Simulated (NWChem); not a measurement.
# One shape, several levels: SiS (SMILES [Si-]#[S+])

We compute a comparison of 6 runs (HF/3-21G, B3LYP/6-31G*, B2PLYP/cc-pVTZ, wB97X/cc-pVTZ, CR-CCSD(T)/cc-pVTZ, MP3/cc-pVTZ) of SiS. 

The calculation is run with NWChem 7.3.0.

3 further runs of the same task are left out: 2 that didn't finish, 1 set aside as unsound or not needed.

## Step 1: The structure to begin with

The species is SiS (2 atoms), meant as a singlet with charge 0. SMILES: `[Si-]#[S+]`. The bond length is the measured one.

Bond lengths: Si1–S2 1.929 Å.

## Step 2: Energy and gradient at HF/3-21G (run 1)

Contents of job.nw:

```
start job
title "silylene, thioxo-"
memory 2200 mb

geometry units angstroms noautosym nocenter noautoz
  Si     0.000000     0.000000     0.000000
  S      0.000000     0.000000     1.929321
end

basis spherical bse
  * library 3-21G
end

scf
  thresh 1e-08
  maxiter 80
  print low
end

task scf gradient
```

On the command line:

```console
nwchem job.nw > job.out
```

Log:

```text
[...]
  functions       =    26
[...]
  wavefunction    = RHF
[...]
         Total SCF energy =   -682.978464738432
      One-electron energy =  -1068.788638499160
      Two-electron energy =    324.371095569005
 Nuclear repulsion energy =     61.439078191723
        Time for solution =      0.8s
[...]
                         RHF ENERGY GRADIENTS
    atom               coordinates                        gradient
                 x          y          z           x          y          z
   1 Si      0.000000   0.000000   0.000000    0.000000  -0.000000   0.042336
   2 S       0.000000   0.000000   3.645888   -0.000000   0.000000  -0.042336
 Task  times  cpu:        1.2s     wall:        1.2s
 Total times  cpu:        1.3s     wall:        1.3s
```

Run time: 1.8 s. Hardware: 1 thread of AMD EPYC, shared host; peak memory 0.1 GiB.

## Step 3: Energy and gradient at B3LYP/6-31G(d) (Cartesian functions) (run 2)

Contents of geom.xyz:

```xyz
2
SSi gradient
Si     0.000000     0.000000     0.000000
S      0.000000     0.000000     1.929321
```

Contents of geom.nw:

```
start geom
title "SSi gradient"
memory stack 880 mb heap 220 mb global 1100 mb

geometry noautosym nocenter noautoz
  load geom.xyz
end

basis
  * library 6-31G*
end

dft
  xc b3lyp
  grid xfine
  convergence energy 1e-08
  iterations 100
  mulliken
end

task dft gradient
```

On the command line:

```console
nwchem geom.nw > geom.out
```

Log:

```text
[...]
          Wavefunction type:  closed shell.
          No. of atoms     :     2
          No. of electrons :    30
[...]
          Charge           :     0
          Spin multiplicity:     1
[...]
          AO basis - number of functions:    38
[...]
              XC Information
              --------------
                         B3LYP Method XC Potential
                     Hartree-Fock (Exact) Exchange  0.200
                        Slater Exchange Functional  0.800 local
                    Becke 1988 Exchange Functional  0.720 non-local
              Lee-Yang-Parr Correlation Functional  0.810
                  VWN I RPA Correlation Functional  0.190 local
[...]
 d= 0,ls=0.0,diis     1   -687.6373553900 -7.49D+02  4.90D-02  3.96D-01     1.3
[...]
 d= 0,ls=0.0,diis     8   -687.6947897062  2.61D-09  3.60D-06  1.79D-08     7.1
         Total DFT energy =     -687.694789706178
      One electron energy =    -1073.406766672621
           Coulomb energy =      370.845060074055
    Exchange-Corr. energy =      -46.572161299334
 Nuclear repulsion energy =       61.439078191723
[...]
  wavefunction    = closed shell
                         DFT ENERGY GRADIENTS
    atom               coordinates                        gradient
                 x          y          z           x          y          z
   1 Si      0.000000   0.000000   0.000000    0.000000  -0.000000   0.013623
   2 S       0.000000   0.000000   3.645888   -0.000000   0.000000  -0.013623
[...]
```

Wall time 11 s (1 thread of AMD EPYC, shared host); peak memory 0.12 GiB.

Runs 3 to 4 aren't shown in full; the table further down has their settings and results.

## Step 4: A single-point energy at CR-CCSD(T)/cc-pVTZ (run 5)

Contents of ssi.xyz:

```xyz
2
SSi
Si     0.000000     0.000000     0.000000
S      0.000000     0.000000     1.929321
```

Contents of ssi.nw:

```
START ssi
TITLE "SSi"
memory stack 880 mb heap 220 mb global 1100 mb
charge 0

GEOMETRY units angstrom noautosym nocenter noautoz
 load format xyz ssi.xyz
END

BASIS spherical bse
 * library cc-pVTZ
END

SCF
 thresh 1e-08
 maxiter 80
END

TCE
 scf
 cr-ccsd(t)
 freeze core 10
 maxiter 60
END

TASK tce energy
```

On the command line:

```console
nwchem ssi.nw > ssi.out
```

Log:

```text
[...]
  functions       =    68
[...]
  wavefunction    = RHF
[...]
         Total SCF energy =   -686.506490152562
      One-electron energy =  -1073.292437981198
      Two-electron energy =    325.346869636913
 Nuclear repulsion energy =     61.439078191723
        Time for solution =     75.9s
[...]
         Wavefunction type : Restricted Hartree-Fock
          No. of electrons :    30
[...]
         Spin multiplicity : singlet
[...]
 CCSD total energy / hartree       =      -686.787492675126373
[...]
 CR-CCSD[T] total energy / hartree       =      -686.801791875008917
[...]
 CR-CCSD(T) total energy / hartree       =      -686.801208160735882
[...]
```

Wall time 2.2 min (1 thread of AMD EPYC, shared host); peak memory 0.49 GiB.

## Step 5: The energy at MP3/cc-pVTZ (run 6)

Contents of ssi.nw:

```
start ssi
memory stack 880 mb heap 220 mb global 1100 mb

geometry units au noautosym nocenter noautoz
  Si   0.00000000   0.00000000   0.00000000
  S    0.00000000   0.00000000   3.64588830
end

basis spherical bse
  Si library cc-pVTZ
  S library cc-pVTZ
end

scf
  thresh 1e-08
  maxiter 80
  noprint "final vectors analysis"
end

tce
  scf
  mbpt3
  freeze core 10
  maxiter 60
end

task tce energy
```

On the command line:

```console
nwchem ssi.nw > ssi.out
```

Log:

```text
[...]
  functions       =    68
[...]
  wavefunction    = RHF
[...]
         Total SCF energy =   -686.506490150275
      One-electron energy =  -1073.292428915742
      Two-electron energy =    325.346865056050
 Nuclear repulsion energy =     61.439073709417
        Time for solution =     75.8s
[...]
         Wavefunction type : Restricted Hartree-Fock
          No. of electrons :    30
[...]
         Spin multiplicity : singlet
[...]
```

Wall time 1.8 min (1 thread of AMD EPYC, shared host); peak memory 0.52 GiB.

## Step 6: All runs side by side

```csv
run,level,Cartesian functions,iteration cap,energy (Eh),wall time
1,HF/3-21G,no,80,-682.978465,1.8 s
2,B3LYP/6-31G* (Cartesian functions),yes,100,-687.694790,11 s
3,B2PLYP/cc-pVTZ,no,100,-687.481506,55 s
4,wB97X/cc-pVTZ,no,100,-687.704122,2.1 min
5,CR-CCSD(T)/cc-pVTZ,no,80,-686.801208,2.2 min
6,MP3/cc-pVTZ,no,80,-686.786958,1.8 min
```

## Step 7: Outcome

```
                                           quantity          value
                                run 6: total energy  -686.78696 Eh
run 6: correlation energy (10 core orbitals frozen)     -280.5 mEh
```

Over runs 2, 3, 4 the dipole moment (its size) runs from 1.75 D (B3LYP/6-31G*) to 2.00 D (B2PLYP/cc-pVTZ). The two ends differ in method and basis. A double hybrid's value is that of its SCF part. Over runs 2, 3, 4 the HOMO–LUMO gap runs from 5.35 eV (B3LYP/6-31G*) to 10.04 eV (wB97X/cc-pVTZ). Totals of different functionals can't be ranked against each other. All runs together took 7.2 min, the longest 2.2 min.
